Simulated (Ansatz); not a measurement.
This script makes the interaction energy of a dimer with the counterpoise correction of C₂H₂O, SMILES C#CO with Ansatz 0.2.0 through its Python package.

The script, `dimer_c2h2o.py`:
```python
"""Binding of a C2H2O dimer at a trial geometry."""

import logging
import sys

import ansatz as az

logging.basicConfig(stream=sys.stdout, format="[%(levelname)s] %(message)s")
logger = logging.getLogger("c2h2o")
logger.setLevel(logging.INFO)

FIRST = [
    ("C", (-1.0058, 0.0049, -0.4042)),
    ("C", (-0.0322, -0.0624, 0.1946)),
    ("O", (1.0723, -0.1795, 0.8595)),
    ("H", (-1.8955, 0.1546, -0.9555)),
    ("H", (1.8611, 0.0823, 0.3056)),
]
SECOND = [
    ("C", (0.9028, 2.7798, 3.2109)),
    ("C", (-0.1235, 2.4884, 2.7953)),
    ("O", (-1.2954, 2.2004, 2.3269)),
    ("H", (1.8806, 2.9716, 3.5645)),
    ("H", (-1.301, 2.2075, 1.3282)),
]

def energy(atoms, ghosts=()):
    molecule = az.Crystal.molecule()
    for symbol, xyz in atoms:
        molecule = molecule.atom(symbol, xyz)
    calc = (
        molecule.calculation()
        .basis(gaussian="def2-SVPD")
        .functional("r2SCAN")
    )
    deck = calc.input()
    if ghosts:
        deck = deck.set(az.key.basis.gaussian.ghost_atoms, [{"symbol": s, "position_ang": list(xyz)} for s, xyz in ghosts])
    return az.Session.from_dict(deck).plan().execute().report["free_energy_ev"]

# monomers in their own basis and in the basis of the dimer
both = energy(FIRST + SECOND)
alone = energy(FIRST) + energy(SECOND)
ghosted = energy(FIRST, SECOND) + energy(SECOND, FIRST)
logger.info(f"dimer {both:.6f} eV")
logger.info(f"interaction, uncorrected   {(both - alone):8.3f} eV")
logger.info(f"interaction, counterpoise  {(both - ghosted):8.3f} eV")
logger.info(f"basis-set superposition    {(alone - ghosted):8.3f} eV")
```

How large is the interaction at this pose, and how much of it is basis-set superposition?

Uncorrected it is -0.131 eV, with the counterpoise correction -0.102 eV; the difference, 0.03 eV, is the superposition error.

The output:

Running `python dimer_c2h2o.py` prints:
```text
[INFO] dimer -8290.679002 eV
[INFO] interaction, uncorrected     -0.131 eV
[INFO] interaction, counterpoise    -0.102 eV
[INFO] basis-set superposition       0.029 eV
```

The settings weren't tested for convergence. The dimer is a generated trial pose of unrelaxed monomers, not a minimum, so the figure is no binding energy, and the basis set is small. This level lacks the dispersion part of the attraction (electrostatics and induction are there), which can decide the sign where the interaction is weak. Finished in 20 s on 1 thread of AMD EPYC 7R43 64-Core Processor (Zen 3), on a shared host, peak memory 0.26 GiB.

(Lines on the test bed's own set-up are left out of the output.)
